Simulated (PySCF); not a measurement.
Calculation: PBE0-D4/def2-TZVP run with PySCF 2.14.0. Isolated molecules, 0 K electronic values unless said otherwise. 

Reference species (SMILES): `[CH2]C` (neutral, multiplicity 2).

```yaml
highest_occupied_spin_orbital: -5.93 eV
```

Changed species: `[CH2]C#N` (radical fragment; the reference has radical fragment).

Give the shifts of the highest occupied spin orbital.

the highest occupied spin orbital drops by 1.85 eV, to -7.78 eV.
